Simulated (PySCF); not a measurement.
# Electron affinity of Cl by level of theory

Cl⁻ [Ar] (1S) → Cl [Ne] 3s2 3p5 (2P), as a difference of total energies. Computed with PySCF 2.14 in aug-cc-pV(T+d)Z with one added diffuse shell each of s, p, d, f type (7s6p5d3f, 71 functions), with the non-relativistic Hamiltonian (point nucleus). Correlated levels: valence: [Ne] frozen. The calculations carry no spin-orbit coupling.

```csv
method,electron affinity (eV)
UHF,2.377
LDA,3.940
PBE,3.655
PBE0,3.572
r2SCAN,3.613
TPSS,3.593
MN15,3.623
r2SCAN0,3.543
wB97X-V,3.610
MP2 (valence),3.639
SCS-MP2 (valence),3.540
```

Problem. How much does correlation contribute at MP2 (valence)?

Solution. 3.639 − (2.377) = 1.262 eV, measured against UHF.

A first-order spin-orbit estimate (lowest level to lowest level, LS coupling) adds -0.034 eV.

Errors of the correlated levels include the incompleteness of this basis and the frozen core.

In the anion the highest occupied orbital energy is positive at LDA, PBE, r2SCAN, TPSS, a self-interaction effect; the basis confines that electron, and the energy difference can still be sensible.

For comparison: 3.613 eV (measured; photodetachment measurements, as compiled on the Wikipedia data page of electron affinities).
